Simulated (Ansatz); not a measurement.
For zinc-blende HgS (metastable phase), PBEsol (Ansatz, a program for electronic structure, PAW) gives:

| Item | Value |
|---|---|
| lattice parameter a | 5.876 Å |
| bulk modulus | 60.3 GPa |
| cohesive energy | 2.16 eV/atom |
| band gap at the measured cell | 0.00 eV |

Problem. What does HSE06 (Ansatz, PAW) give for the same quantities?

Solution. 
- lattice constant a: 5.923 Å (rises by 0.8 %)
- bulk modulus: 59.4 GPa (decreases by 1.5 %)
- cohesive energy: 1.77 eV/atom (shrinks by 0.39 eV/atom)
- band gap at the measured cell: 0.43 eV (grows by 0.43 eV)

For comparison: lattice constant a 5.841 Å (measured, 295 K, not corrected to a static lattice; as tabulated in Cardona et al. (2009), arXiv:0908.2634).

Changes are worked out from the printed values.

Unless a cell is named, each level is at its own relaxed cell (PBEsol 25.36, HSE06 25.97 Å³/atom).

Levels without +SOC leave out spin–orbit coupling, which shifts energies and cells of such heavy elements.

Spin–orbit coupling is included only where a level's name says +SOC; with heavier elements it mostly lowers gaps and can invert bands. A gap of zero means that the bands touch or overlap. Density-functional gaps are differences of (generalised) Kohn–Sham levels.

Ansatz's density-functional and Hartree–Fock values are scalar-relativistic unless marked +SOC, with PAW data made under PBE.
